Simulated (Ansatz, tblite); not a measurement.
Cost and result up the ladder for the cluster Al₃ (3 atoms). Total charge 0; doublet. Geometry: PBE0-D4/def2-TZVP.

```xyz
3

Al   -0.9019    0.0282   -1.1353
Al   -0.4409    0.4974    1.2889
Al    1.3428   -0.5256   -0.1536
```

Ansatz on 2 threads of Intel Xeon 6975P-C on a shared host; xTB runs through tblite on one thread. Times are rough, summed over both states, and most runs start from the orbitals of an earlier one. ωB97M-V/def2-TZVP serves as the yardstick here, not as an exact answer. Differences are given only for rows in sets of like size (and for xTB, whose basis is part of the method), since another set adds its own error. The other state is a quartet at its own geometry, which has other bonds, so the gap mixes isomer and spin.

The xTB rows come from tblite. B3LYP takes the VWN-RPA correlation. HSE06 is defined as in plane-wave codes, on full-range PBE exchange. Correlated methods freeze 15 core orbitals. The structure comes from a short search, and lower isomers may exist.

Run but left out: HF/6-31G, HF/def2-TZVP, HF/def2-TZVPP, MP2/def2-TZVP, MP2/def2-TZVPP, CCSD/def2-TZVPP, CCSD(T)/def2-TZVPP (doublet: ⟨S²⟩ 1.91 to 1.93, where a pure state has 0.75).

Correlated methods converge slowly with the basis.

xTB has no spin-polarisation term.

```tsv
level	functions	quartet − doublet (eV)	difference from ωB97M-V/def2-TZVP (eV)	remarks
GFN1-xTB	27	1.05	0.86	–
B97M-V/def2-TZVP	111	0.25	0.06	–
PBE-D4/def2-TZVP (with forces)	111	0.21	0.02	–
B3LYP-D4/6-31G	39	0.00	–	–
PBE0-D4/def2-TZVP	111	0.12	-0.07	–
HSE06-D4/def2-TZVP	111	0.12	-0.07	–
r2SCAN-D4/def2-TZVP	111	0.21	0.02	spin-contaminated (⟨S²⟩ 0.92) (doublet)
ωB97M-V/def2-TZVP	111	0.19	0.00	–
BLYP-D4/def2-TZVP	111	0.21	0.02	–
GFN2-xTB	27	0.25	0.06	–
RPA@PBE/def2-TZVP	111	0.23	0.04	–
```

(1) Estimate how long each takes.

Answers

(1) GFN1-xTB 0.005 s; GFN2-xTB 0.007 s; B3LYP-D4/6-31G 0.9 s; BLYP-D4/def2-TZVP 1.8 s; PBE-D4/def2-TZVP (with forces) 2 s; RPA@PBE/def2-TZVP 2.4 s; HSE06-D4/def2-TZVP 4.1 s; PBE0-D4/def2-TZVP 5.6 s; B97M-V/def2-TZVP 6.8 s; r2SCAN-D4/def2-TZVP 11 s; ωB97M-V/def2-TZVP 18 s. On shared hardware such times vary by a factor of up to 3.
